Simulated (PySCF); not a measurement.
## Bond length, frequency and bond energy of AlP⁻ by level of theory

State: ²Σ⁺ (doublet), unpaired electrons σ ↑. Set-up: PySCF, spin-free X2C with a Gaussian nucleus, basis sets Al aug-cc-pVDZ-DK, P aug-cc-pVDZ-DK. De refers to Al + P⁻ in their high-spin ground configurations, without counterpoise correction. The functionals are run spin-unrestricted. A positive dipole points towards P; it is taken about the centre of mass and depends on that origin. Levels whose curve was spin-contaminated or gave no clean fit are not listed.

| Level | Re (Å) | ωe (cm⁻¹) | De (eV) | μ (D) |
| --- | --- | --- | --- | --- |
| ROHF-CCSD | 2.185 | 518 | n/a | n/a |
| ROHF-CCSD(T) | 2.190 | 504 | n/a | n/a |
| PBE | 2.168 | 520 | 3.66 | -1.44 |
| TPSS | 2.163 | 524 | 3.56 | -1.46 |
| r²SCAN | 2.150 | 539 | 3.62 | -1.58 |
| PBE0 | 2.151 | 537 | 3.43 | -1.72 |
| r²SCAN0 | 2.143 | 542 | 3.39 | -1.81 |
| B97-3 | 2.156 | 534 | 3.48 | -1.71 |
| HSE06 | 2.153 | 533 | 3.42 | -1.73 |

The bond length runs from 2.143 Å (r²SCAN0) to 2.190 Å (ROHF-CCSD(T)). De spans 3.39 eV (r²SCAN0, hybrid meta-GGA) to 3.66 eV (PBE, GGA).

Correlated steps freeze 10 core orbitals. For an ion De counts to the pair picked by the measured ionisation energies or electron affinities, which need not be the lowest pair at this level. The highest Kohn–Sham level is positive in this anion. Much of that is self-interaction error, but it also means that the finite basis helps to hold the extra electron. The CCSD T1 diagnostic is raised, a sign that a single reference may not be enough here. The state is the lowest determinant that a PBE0 search found; another state may lie lower at other levels.
